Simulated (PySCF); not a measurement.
Species: AlClH₂.
Bonds: Al1–Cl2. Hydrogens: H3, H4 on Al1.

Method: PBE0-D3(BJ)/def2-SVP geometry optimisation, gas phase (PySCF); density fitting, grid level 1; the optimiser is geomeTRIC in internal coordinates, started from a GFN2-xTB structure.

Step 0: E = -19140.0495 eV
```
atom  x, y, z in Å  |  force x, y, z in eV/Å
Al1    -0.0938    0.0072   -0.0054   -1.512   0.100   0.003
Cl2     1.9160   -0.1201   -0.0101    1.809  -0.116  -0.004
H3     -0.8234    1.3606    0.0017   -0.099   0.752   0.004
H4     -0.9886   -1.2429   -0.0091   -0.197  -0.736  -0.003
```

**Question.** Estimate the geometry and energy of step 1. (The exact step hangs on the optimiser's Hessian estimate; all steps are aligned on step 0, rigid shifts and turns removed.)

**Answer.** E = -19140.1851 eV, largest force 0.201 eV/Å
```
atom  x, y, z in Å  |  force x, y, z in eV/Å
Al1    -0.1494    0.0106   -0.0054   -0.200   0.015   0.001
Cl2     1.9542   -0.1223   -0.0101   -0.039   0.001   0.000
H3     -0.8080    1.4620    0.0022    0.110  -0.164  -0.001
H4     -0.9866   -1.3456   -0.0095    0.129   0.148   0.000
```

The energy changes by -0.1356 eV. The first-order estimate −F·Δx gives -0.3038 eV and the mean of the old and new forces, exact on a quadratic surface, -0.1417 eV. The step makes an angle of 43° with the force vector and moves no atom by more than 0.103 Å.

The cost below is that of the whole optimisation. On Arm Neoverse V1, one thread, on a shared host, this took 1.8 s and 0.31 GiB of memory at its peak.
